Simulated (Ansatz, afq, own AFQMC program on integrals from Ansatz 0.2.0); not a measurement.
Two steps: Ansatz 0.2.0 writes the Fock matrix and Cholesky factors of the valence space, and afq projects on them the lowest state that overlaps trial and start.

```yaml
crystal:
  periodic: [false, false, false]
  atoms:
    - {symbol: Ge, position_ang: [0.000067, -0.000006, -0.037328]}
    - {symbol: H, position_ang: [2.919757, 0.033659, 0.901978]}
    - {symbol: H, position_ang: [-1.491332, 2.513358, 0.893668]}
    - {symbol: H, position_ang: [-1.433267, -2.546613, 0.894533]}
basis:
  gaussian: {orbitals: 6-31G}
magnetization: {spin_polarized: false, initial_magnetization: 1}
correlation: {method: ccsd_t, electrons: outside_noble_gas, hamiltonian_folder: ham}
```

```sh
$ ansatz run in.yaml --threads 1 --pin off --events-out ev --progress --plain --max-ram 16896MiB --backend cuda --devices 0, --max-vram 18GiB
```

afq runs on the folder ham with

```
--method free --trial cisd --walkers 20 --time-step 0.01 --max-blocks 60 --target-error 0.00128 --factor-cut 1e-05 --seed 933 --times 0.0,0.4,0.8,1.6,2.4 --taylor-order 10
```

Times are imaginary, in 1/Eh. The walk had a cap of 60 s. Filled inner d shells are frozen with the cores.

```
orbitals 21  electrons 4 3  factors 129 of 358
reference energy -2076.30571794 Eh
CCSD correlation -0.23532050 Eh in 28 cycles, weight of the determinant in the CISD state 0.4315
repeat  energy at the last time / Eh  error
    10  -2076.535454  0.003831
    20  -2076.532506  0.002875
    30  -2076.531992  0.002597
    40  -2076.534028  0.002345
    50  -2076.534502  0.002052
    60  -2076.535697  0.001816
time / (1/Eh)  energy / Eh  error  mean overlap
  0.00  -2076.541446  0.001807  2.3171
  0.40  -2076.540364  0.001844  2.2909
  0.80  -2076.538964  0.001904  2.3098
  1.60  -2076.536879  0.002095  2.3575
  2.40  -2076.535697  0.001816  2.3299
energy -2076.535697 +/- 0.001816 Eh
```

(1) Estimate how long the walk took on 1 × NVIDIA H100 80GB HBM3 with 2 threads of AMD EPYC 7R13 Processor (Zen 3), on a shared host (the card was shared).

The run passed its tests (error under three times the target), which doesn't prove that it has relaxed.

Against this walk (error 49.4 meV) on the same determinant: CCSD(T) 642.4 meV lower, CCSDT(Q) 20.6 meV lower (within the noise), CCSDTQ 64.9 meV lower (within the noise), full CI 62.4 meV lower (within the noise). The error is statistical, and a free projection of finite length keeps a remainder of its start. The last points scatter (meV from the last: -156 ± 49 at 0.00, -127 ± 50 at 0.40, -89 ± 52 at 0.80, -32 ± 57 at 1.60, 0 ± 49 at 2.40); the last is the one printed as the energy, and the gaps above move with that scatter. The determinant is a poor start (see the cautions), so the low cluster orders aren't to be relied on, and full CI is the sure value.

Cautions: remainder of the start not in the error; error above the target (49.4 against 34.8 meV); no relativity below Rb; no spin-orbit coupling; inner d shell frozen; a spin-contaminated unrestricted determinant lies lower (UHF 5.06 eV lower, ⟨S²⟩ 2.51); the search met a lower determinant of the same kind, perhaps of another symmetry (1.46 eV lower), and this one is a saddle point; strong correlation (T1 0.109, weight of the determinant 0.43, largest double 0.43); (T) is large, 8 % of the CCSD correlation; (Q) is large, 148 meV, so the cluster series hasn't closed; CCSD(T) is in doubt: in a space of 7 electrons in 8 natural orbitals full CI lies 609 meV above it; the CCSDT(Q) amplitudes may be one of several solutions (largest double 0.37); the CCSDTQ amplitudes may be one of several solutions (largest double 0.33); so few walkers bias the energy.

Answers

(1) 27 s of wall time.

CCSDT and higher add their correlation energy to the determinant of the CCSD(T) run, since their own runs factorise the integrals more tightly (a shift of under 2 meV). A walk keeps the symmetry of its determinant, which the program's search chose and which needn't be the lowest solution, so a lower state of the same spin and another symmetry isn't excluded.
